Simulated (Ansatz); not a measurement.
Born–Oppenheimer molecular dynamics of ClFH₄Si (7 atoms, charge 0, multiplicity 1). It starts at the highest image of a converged band. Of that band: Neighbouring images differ by up to 1.8 eV, so the band resolves the path poorly. A vibrational analysis at the climbing image gives one clearly imaginary mode, 903i cm⁻¹: a first-order saddle point.

These are results of RKS PBE-D4/6-31G* in Ansatz, not measurements.

| Quantity | Value |
| --- | --- |
| ensemble | NVE (velocity Verlet) |
| time step | 0.5 fs |
| steps asked | 200 |
| starting velocities drawn for | 100 K |
| seed | 12006 |

First frame:

```xyz
7
Properties=species:S:1:pos:R:3
Si 0.187 0.141 -0.025
H -0.431 0.110 1.537
Cl 1.981 -0.104 -1.086
H -0.706 1.135 -0.679
H -0.327 -1.260 -0.166
F 1.145 1.405 1.145
H 0.313 0.879 1.692
```

Question: How far do the bonds stretch over the last three quarters of this one trajectory? (Pairs bonded in most of those frames.)

Answer: 
| bond | mean (Å) | spread (Å) | shortest | longest |
| --- | --- | --- | --- | --- |
| Si1–H2 | 1.503 | 0.027 | 1.46 | 1.54 |
| Si1–Cl3 | 2.101 | 0.029 | 2.06 | 2.14 |
| Si1–H4 | 1.495 | 0.005 | 1.49 | 1.51 |
| Si1–H5 | 1.502 | 0.020 | 1.47 | 1.54 |
| F6–H7 | 0.945 | 0.010 | 0.93 | 0.96 |

Mean temperature of the second half: 1417 K. The conserved energy stayed within 0.029 meV per atom of its start (net change -0.0091 meV per atom), so the integration is sound. The kinetic energy rose, since the run started high on the potential surface and went downhill. It ends in pieces (ClH3Si + FH), so much of that is their flight and rotation, not heat. A run of 0.1 ps of so small a system gives no equilibrium averages. The orbitals stay closed-shell, which can raise the energy where a bond breaks towards radicals; this wasn't checked here.

Run time: 5.3 min on 1 thread of Arm Neoverse V1, with other jobs on the host, peak memory 0.11 GiB.
